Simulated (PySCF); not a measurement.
# Which is lower?

The two ends of one reaction step of CH8SSi, singlet (PBE0-D4/def2-TZVP).

A:

```csv
atom,x (Å),y (Å),z (Å)
Si1,-1.2004,0.1320,0.0086
C2,-0.2740,-1.4571,0.3313
H3,-0.9725,0.6131,-1.3822
H4,-2.6655,-0.0556,0.1923
H5,-0.7593,1.2086,0.9394
H6,1.9575,1.8364,0.5813
S7,2.5589,1.3062,-0.4945
H8,-0.4324,-1.7964,1.3574
H9,0.7964,-1.3052,0.1770
H10,-0.6129,-2.2461,-0.3441
H11,1.6003,1.7592,-1.3168
```

B:

Si1  (-0.675, 1.610, -1.076)
C2  (0.255, -1.680, 1.458)
H3  (-1.217, 1.875, -2.433)
H4  (-1.343, 0.408, -0.518)
H5  (-0.915, 2.779, -0.197)
H6  (0.879, -0.915, 0.996)
S7  (1.451, 1.382, -1.118)
H8  (-0.407, -1.215, 2.188)
H9  (0.885, -2.415, 1.957)
H10  (-0.343, -2.174, 0.692)
H11  (1.433, 0.325, -1.946)
(Å)

Computed with PySCF 2.14 with density fitting (its default auxiliary sets; JK sets also for MP2 and CCSD(T)) (basis: def2-TZVPP); correlated methods freeze the cores. B3LYP uses VWN-RPA correlation.

Q: Which structure is lower at CCSD(T), and by how much? (An estimate is asked for; the value comes from the calculation.)

A: Computed: B, by 55.7 kJ/mol (electronic energy, against the other). By their contacts, A is a complex of CH₆Si ([CH3][SiH3]) + H₂S and B is a complex of SiH₄S ([SiH3][SH]) + CH₄.

All methods give the same order:

```tsv
method	E(B) − E(A) (kJ/mol)
SPW92	-51.5
PBE-D4	-58.5
r2SCAN-D4	-60.0
PBE0-D4	-58.9
B3LYP-D4	-57.9
BHLYP-D4	-58.9
wB97M-V	-55.6
HF	-61.9
MP2	-59.3
CCSD	-55.5
CCSD(T)	-55.7
```

The T1 diagnostic stays at or below 0.010.

Labels in which every atom is bracketed show which atoms are joined, not bond orders.

For scale, one of the runs: CCSD(T)/def2-TZVPP, 227 basis functions, launched by `OMP_NUM_THREADS=4 python run.py`. Hardware: 4 CPU threads of an Arm Neoverse V2, shared host. Wall time 7.9 min; peak host memory 3.2 GiB.
